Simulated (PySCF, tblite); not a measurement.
# C4H6FO radical: geometry, infrared bands and EPR parameters

Aim: predict the infrared bands and EPR parameters of C4H6FO radical (`C[C](F)CC=O`).

The runs use tblite 0.8.0 and PySCF 2.14.0, with density-fitted response routines of our own; the level of theory stands in each step. All values are computed, except where a source is named. Atoms are numbered from 0 throughout.

**1. The starting structure**

12 atoms, charge 0, multiplicity 2; geometry from: force field or distance geometry start.

Bonds of the start (Å): C0–C1 1.49, C1–F2 1.36, C1–C3 1.48, C3–C4 1.49, C4–O5 1.24, C0–H6 1.09, C0–H7 1.10, C0–H8 1.09, C3–H9 1.11, C3–H10 1.09, C4–H11 1.10.

**2. Optimising the geometry with GFN2-xTB**

Job settings and geometry (Å):

```
{"job": {"kind": "relax", "xc": "GFN2-xTB", "basis": "xTB"}, "charge": 0, "multiplicity": 2}
C      1.554200     0.501900     0.067800
C      0.348600    -0.059200     0.742000
F      0.183000     0.145500     2.076600
C     -0.666900    -0.823200    -0.020300
C     -1.613700     0.147800    -0.642400
O     -1.591800     0.434300    -1.846500
H      2.187900     1.018000     0.789300
H      1.253000     1.234700    -0.689200
H      2.135300    -0.290700    -0.406400
H     -1.244400    -1.485400     0.655700
H     -0.205000    -1.453000    -0.785800
H     -2.338900     0.628500     0.033200
```

Command:

```
OMP_NUM_THREADS=1 python probes_run.py task.json out
```

One launch serves the whole session: the jobs run in the order shown.

Log:

```text
step      E/eV     max force
  0    -553.03091    2.856
  1    -553.05498    3.350
  2    -553.11810    0.368
  3    -553.12476    0.284
  4    -553.13861    0.242
  5    -553.14195    0.176
  6    -553.14912    0.226
  7    -553.15458    0.254
  8    -553.16424    0.351
  9    -553.17431    0.324
 10    -553.18537    0.247
 11    -553.19430    0.204
 12    -553.20133    0.250
 13    -553.20765    0.258
 14    -553.21408    0.204
 15    -553.21914    0.162
 16    -553.22228    0.126
 17    -553.22431    0.124
 18    -553.22632    0.142
 19    -553.22894    0.150
 20    -553.23214    0.157
 21    -553.23546    0.158
 22    -553.23826    0.128
 23    -553.24043    0.121
 24    -553.24245    0.116
 25    -553.24448    0.125
 26    -553.24625    0.122
 27    -553.24772    0.115
 28    -553.24908    0.133
 29    -553.25044    0.135
 30    -553.25156    0.101
 31    -553.25245    0.060
 32    -553.25298    0.060
 33    -553.25352    0.070
 34    -553.25425    0.079
 35    -553.25501    0.068
 36    -553.25554    0.062
 37    -553.25590    0.051
 38    -553.25629    0.065
 39    -553.25691    0.077
 40    -553.25775    0.078
 41    -553.25858    0.074
 42    -553.25925    0.076
 43    -553.25987    0.082
 44    -553.26056    0.094
 45    -553.26116    0.054
 46    -553.26149    0.052
 47    -553.26163    0.068
 48    -553.26177    0.044
 49    -553.26202    0.042
 50    -553.26271    0.041
 51    -553.26307    0.051
 52    -553.26335    0.051
 53    -553.26356    0.041
 54    -553.26382    0.040
 55    -553.26406    0.045
 56    -553.26424    0.039
 57    -553.26437    0.041
 58    -553.26451    0.038
 59    -553.26472    0.050
 60    -553.26500    0.054
 61    -553.26531    0.056
 62    -553.26561    0.061
 63    -553.26594    0.056
 64    -553.26629    0.065
 65    -553.26662    0.048
 66    -553.26691    0.041
 67    -553.26719    0.050
 68    -553.26753    0.065
 69    -553.26785    0.059
 70    -553.26802    0.029
 71    -553.26810    0.027
 72    -553.26816    0.041
 73    -553.26825    0.041
 74    -553.26839    0.023
 75    -553.26845    0.023
 76    -553.26852    0.027
 77    -553.26864    0.043
 78    -553.26889    0.066
 79    -553.26922    0.072
 80    -553.26945    0.049
 81    -553.26954    0.025
 82    -553.26957    0.025
 83    -553.26959    0.010
 84    -553.26961    0.005
```

Run time: 0.27 s. Hardware: 1 thread of Arm Neoverse V2, shared host.

Step by step: (not every step is listed)

| step | energy from step 0 (eV) | largest force (eV/Å) |
| --- | --- | --- |
| 0 | 0.0000 | 2.8564 |
| 1 | -0.0241 | 3.3496 |
| 2 | -0.0872 | 0.3679 |
| 3 | -0.0939 | 0.2836 |
| 4 | -0.1077 | 0.2416 |
| 5 | -0.1110 | 0.1760 |
| 6 | -0.1182 | 0.2265 |
| 7 | -0.1237 | 0.2544 |
| 8 | -0.1333 | 0.3512 |
| 15 | -0.1882 | 0.1620 |
| 22 | -0.2074 | 0.1279 |
| 29 | -0.2195 | 0.1354 |
| 36 | -0.2246 | 0.0623 |
| 43 | -0.2290 | 0.0820 |
| 50 | -0.2318 | 0.0412 |
| 57 | -0.2335 | 0.0407 |
| 64 | -0.2354 | 0.0645 |
| 71 | -0.2372 | 0.0274 |
| 78 | -0.2380 | 0.0660 |
| 79 | -0.2383 | 0.0716 |
| 80 | -0.2385 | 0.0489 |
| 81 | -0.2386 | 0.0252 |
| 82 | -0.2387 | 0.0255 |
| 83 | -0.2387 | 0.0102 |
| 84 | -0.2387 | 0.0051 |

Close pairs (by a distance rule), those that changed most:

| bond | before (Å) | after (Å) | change (Å) |
| --- | --- | --- | --- |
| C3–C4 | 1.492 | 1.522 | +0.030 |
| C4–O5 | 1.238 | 1.210 | -0.028 |
| C3–H9 | 1.109 | 1.086 | -0.022 |
| C0–C1 | 1.491 | 1.473 | -0.018 |
| C1–C3 | 1.482 | 1.471 | -0.011 |
| C1–F2 | 1.360 | 1.349 | -0.011 |
| C3–H10 | 1.094 | 1.087 | -0.006 |
| C0–H6 | 1.090 | 1.087 | -0.003 |

The end geometry stands in the next job.

**3. Vibrational analysis with GFN2-xTB**

Job settings and geometry (Å):

```
{"job": {"kind": "ir", "xc": "GFN2-xTB", "basis": "xTB"}, "charge": 0, "multiplicity": 2}
C      1.451610     0.490183     0.001060
C      0.322297    -0.174290     0.673113
F      0.029042     0.220952     1.929622
C     -0.689546    -0.992307    -0.012015
C     -1.436473     0.229752    -0.528281
O     -1.157634     0.801573    -1.557987
H      1.874148     1.259649     0.642182
H      1.107592     0.942911    -0.936266
H      2.234102    -0.227250    -0.256682
H     -1.287383    -1.595509     0.665402
H     -0.262485    -1.574449    -0.824907
H     -2.184073     0.618101     0.178731
```

Log:

```text
mode    cm-1     km/mol
  1     114.8      5.45
  2     131.5     14.76
  3     140.5      2.50
  4     224.0     40.18
  5     264.9      8.26
  6     352.1      1.67
  7     421.8      8.51
  8     499.9     17.50
  9     815.2     24.93
 10     846.7      1.35
 11     916.7      8.29
 12     979.8     35.62
 13     992.8     10.74
 14    1006.0      2.56
 15    1078.2     35.04
 16    1165.4     10.42
 17    1283.0    181.00
 18    1306.1     51.60
 19    1337.1     13.33
 20    1395.6     44.82
 21    1416.8     13.91
 22    1430.1     15.37
 23    1456.7      2.09
 24    1701.0    427.84
 25    2830.0     87.38
 26    2915.5      0.62
 27    2966.6     10.41
 28    3017.6      4.42
 29    3039.9     11.81
 30    3053.4      5.84
```

It took 0.18 s on 1 thread of Arm Neoverse V2, shared host.

The strongest bands and the atoms that carry them (share of the mass-weighted mode):

| cm⁻¹ | km/mol | atoms |
| --- | --- | --- |
| 224 | 40.2 | C1 33 %, C4 22 %, H11 12 % |
| 980 | 35.6 | C3 26 %, H10 22 %, H9 17 %, C4 16 % |
| 1078 | 35.0 | H9 35 %, H10 34 %, C4 15 % |
| 1283 | 181.0 | C1 57 % |
| 1306 | 51.6 | C1 57 % |
| 1396 | 44.8 | H7 32 %, H6 25 %, C0 22 %, H8 20 % |
| 1701 | 427.8 | C4 59 %, O5 39 % |
| 2830 | 87.4 | H11 93 % |

**4. EPR parameters: B3LYP/pcH-1**

Settings changed since step 3:

```diff
@@ -1,2 +1,2 @@
-{"job": {"kind": "ir", "xc": "GFN2-xTB", "basis": "xTB"}, "charge": 0, "multiplicity": 2}
+{"job": {"kind": "epr", "basis": "pcH-1"}, "charge": 0, "multiplicity": 2}
 C      1.451610     0.490183     0.001060
```

With the program's defaults for keys left out, this is: UKS B3LYP, pcH-1 on C F H O, non-relativistic, mean-field spin-orbit, GIAO.

Log:

```text
UKS, coarse grid
  cycle   1  E = -330.85330344  |g| = 7.01e-01
  cycle   2  E = -329.28101737  |g| = 1.88e+00
  cycle   3  E = -330.99990306  |g| = 3.13e-01
  cycle   4  E = -331.04442661  |g| = 1.25e-01
  cycle   5  E = -331.04969281  |g| = 4.07e-02
  cycle   6  E = -331.05048697  |g| = 1.91e-02
  cycle   7  E = -331.05074236  |g| = 5.80e-03
  cycle   8  E = -331.05078369  |g| = 2.10e-03
  cycle   9  E = -331.05078745  |g| = 7.17e-04
UKS, final grid
  cycle   1  E = -331.05074522  |g| = 9.05e-04
  cycle   2  E = -331.05074474  |g| = 1.55e-03
  cycle   3  E = -331.05074559  |g| = 2.76e-04
  cycle   4  E = -331.05074563  |g| = 8.90e-05
  cycle   5  E = -331.05074564  |g| = 8.04e-05
  cycle   6  E = -331.05074564  |g| = 1.01e-05
E = -331.05074564 Eh   <S^2> = 0.7592 (exact 0.7500)
g shifts (ppm)      1          2          3
  rmc          -218       -218       -218
  gc            -11         31         43
  oz_so        1134       2319       4233
  total         904       2132       4057
hyperfine (MHz)  atom isotope    a_iso     a_fc   dipolar eigenvalues
    0   13C     -27.72     -27.72     -1.73      0.04      1.68
    1   13C     105.20     105.20    -74.60    -72.96    147.56
    2   19F     134.32     134.32   -237.93   -201.76    439.69
    3   13C     -26.08     -26.08     -2.46     -0.49      2.94
    4   13C      59.77      59.77    -13.23     -5.72     18.95
    5   17O      -9.86      -9.86    -50.15     21.42     28.73
    6    1H       4.58       4.58     -4.40     -3.19      7.59
    7    1H      79.64      79.64     -4.59     -2.21      6.80
    8    1H      95.39      95.39     -4.43     -3.91      8.34
    9    1H      35.70      35.70     -3.83     -3.09      6.92
   10    1H      39.67      39.67     -4.36     -2.48      6.84
   11    1H       0.09       0.09     -4.44     -3.04      7.48
```

It took 34 s on 1 thread of Arm Neoverse V2, shared host; peak memory 0.84 GiB.

Principal g values 2.00322, 2.00445, 2.00638; g(iso) = 2.00468, against 2.00232 for a free electron.

Mean a(iso) over the nuclei that a row names, and the largest dipolar term of the row (other rows stand at the frozen geometry):

| nuclei | isotope | a(iso) (MHz) | a(iso) (G, at g = 2.0023) | largest dipolar term (MHz) |
| --- | --- | --- | --- | --- |
| F2 | 19F | 134.3 | 47.9 | 439.7 |
| C1 | 13C | 105.2 | 37.5 | 147.6 |
| H6, H7, H8 | 1H | 59.9 | 21.4 | 8.3 |
| C4 | 13C | 59.8 | 21.3 | 18.9 |
| H9, H10 | 1H | 37.7 | 13.4 | 6.9 |
| C0 | 13C | -27.7 | -9.9 | -1.7 |
| C3 | 13C | -26.1 | -9.3 | 2.9 |
| O5 | 17O | -9.9 | -3.5 | -50.2 |
| H11 | 1H | 0.1 | 0.0 | 7.5 |

Mulliken spin populations:

| atom | value (e) |
| --- | --- |
| C0 | -0.07 |
| C1 | 0.78 |
| F2 | 0.06 |
| C3 | -0.07 |
| C4 | 0.06 |
| O5 | 0.13 |
| H6 | 0.00 |
| H7 | 0.04 |
| H8 | 0.04 |
| H9 | 0.02 |
| H10 | 0.02 |
| H11 | 0.00 |

In first order the couplings over 0.8 MHz of 19F, 1H give 24 distinct lines over 138.9 G, if the averaged nuclei exchange fast; the same motion can average rows kept apart here too.

Orbitals, density, ELF and potential are computed afterwards from the orbital file.

ELF in a plane through or near 5 of the atoms.

Values, 10 rows by 14 columns:
```
0.00 0.00 0.00 0.00 0.00 0.00 0.00 0.00 0.00 0.00 0.00 0.00 0.00 0.00
0.00 0.00 0.00 0.00 0.00 0.00 0.00 0.00 0.00 0.00 0.00 0.00 0.00 0.00
0.00 0.00 0.00 0.00 0.00 0.02 0.02 0.01 0.02 0.48 0.21 0.00 0.00 0.00
0.00 0.00 0.00 0.02 0.04 0.20 0.53 0.26 0.35 0.99 0.97 0.10 0.00 0.00
0.00 0.00 0.05 0.29 0.49 0.71 0.22 0.71 0.50 0.65 0.19 0.01 0.00 0.00
0.00 0.00 0.07 0.46 0.24 0.16 0.64 0.29 0.81 0.75 0.36 0.05 0.00 0.00
0.00 0.00 0.01 0.10 0.88 1.00 0.49 0.32 0.79 0.76 0.41 0.06 0.00 0.00
0.00 0.00 0.00 0.03 0.71 0.88 0.03 0.74 0.51 0.81 0.34 0.02 0.00 0.00
0.00 0.00 0.00 0.00 0.00 0.01 0.01 0.23 0.56 0.46 0.11 0.00 0.00 0.00
0.00 0.00 0.00 0.00 0.00 0.00 0.00 0.00 0.00 0.00 0.00 0.00 0.00 0.00
```
The map spans 9.6 Å across and 8.9 Å up, centred on the molecule. Atoms in the plane (x, y in Å): C0 (-1.5, -0.1), C1 (-0.3, 0.7), C4 (1.4, -0.7), O5 (1.0, -1.8), H7 (-1.2, -1.2).

On the surface of density 0.002 e/bohr³ the electrostatic potential runs, from the 1st to the 99th percentile, from -1.62 V near O5 to 1.16 V near H9.

The spin density lies nearest to C1 53 %; O5 11 %; F2 9 %; C4 8 %.

**5. What came out**

| quantity | value |
| --- | --- |
| strongest single infrared mode (GFN2-xTB) | 1701 cm⁻¹, 428 km/mol |
| zero-point energy (GFN2-xTB) | 55.9 kcal/mol |
| g(iso) (B3LYP) | 2.00468 |
| ⟨S²⟩ | 0.759 (exact 0.75) |
| largest a(iso) (averaged by class) | 19F on F2, 134.3 MHz |
| potential on the surface of density 0.002 e/bohr³, 1st and 99th percentile | -1.62 V and 1.16 V |

In words: Relaxing lowered the energy by 0.239 eV in 84 steps; the close pair that moved most is C3–C4, from 1.492 to 1.522 Å. No mode is imaginary among the 30: a minimum at this level. The strongest single mode, at 1701 cm⁻¹, moves mainly C4 and O5. GFN2-xTB is a fitted tight-binding method: band positions and strengths are rough. Its intensities can rank the bands wrongly. C1 carries the largest spin population, 0.78 e. The isotropic g lies 2.4 ppt above the free-electron value. These values are for one conformer; the search (at its own cheap level) found 1 more, at 0.77 kcal/mol, and measured spectra average over such forms.
